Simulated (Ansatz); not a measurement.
## Ansatz (development build ahead of 0.2.0) run

```yaml
crystal:
  periodic: [false, false, false]
  atoms:
    - { symbol: H, position_ang: [-1.47555, -0.40245, -0.64246] }
    - { symbol: "N", position_ang: [-0.82438, -0.30416, 0.19259] }
    - { symbol: O, position_ang: [-1.90211, -0.66265, 1.91166] }
basis:
  gaussian: { orbitals: STO-3G }
hamiltonian:
  xc: hf
correlation:
  method: fci
  frozen_orbitals: { H: 0, "N": 1, O: 1 }
```

The input is written out in the form of the current development build from the run's settings.

Output:

* Converged: yes
* Reference energy: -127.82239 hartree
* Correlation energy: -0.28283 hartree
* Total energy: -128.10522 hartree
* State: lowest singlet root, of any spatial symmetry
